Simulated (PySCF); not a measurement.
**Bond curve of Mg2**

Set-up: basis Mg def2-TZVP; no relativity; PySCF 2.14. Energies in eV from Mg + Mg in their ground configurations at the same level. All curves are PBE0. state 1: ¹Σg⁺ (singlet), closed shell; state 2: triplet, unpaired electrons σ ↑, π ↑, a second solution, started from another occupation; state 3: Ms = 0 determinant of mixed spin (⟨S²⟩ near 1.1), unpaired electrons σ ↑, π ↓, a second solution, started from another occupation.

```
R (Å)  state 1  state 2  state 3
3.123  -0.0367   1.5017   1.7404
3.268  -0.0788   1.6143   1.8593
3.413  -0.0999   1.7389   1.9902
3.522  -0.1064   1.8359   2.0919
3.631  -0.1074   1.9333   2.1940
3.740  -0.1046   2.0296   2.2952
3.885  -0.0972   2.1543   2.4265
4.067  -0.0848   2.3016   2.5820
4.285  -0.0688   2.4632   2.7535
4.575  -0.0494   2.6508   2.9535
```

Q: Put a parabola through the three lowest points of the state 1 curve and estimate Re, k and ωe (reduced mass 11.99 u; 1 eV/Å² = 0.16022 mdyn/Å; ωe = 1302.8·√(k/μ) cm⁻¹).

A: Through R = 3.522, 3.631, 3.74 Å the second-order coefficient is 0.160 eV/Å², so Re ≈ 3.605 Å, k ≈ 0.0512 mdyn/Å and ωe ≈ 85 cm⁻¹. A polynomial fit of higher order to the unrounded PBE0 energies gives Re = 3.601 Å, k = 0.0561 mdyn/Å, ωe = 89.1 cm⁻¹; anharmonicity and rounding make the difference.

The higher-order fit for each curve: state 1: Re = 3.601 Å, ωe = 89.1 cm⁻¹, De = 0.108 eV. State 2 gave no clean fit. State 3 gave no clean fit.

Closed-shell solutions of metal pairs were not tested for spin polarisation, which can lower them a little. The bond is weak. Basis-set superposition, not corrected here, can be much of De in a small basis, most of all at correlated wavefunction levels. Functionals without a dispersion term scatter widely for such bonds, and LDA overbinds them.
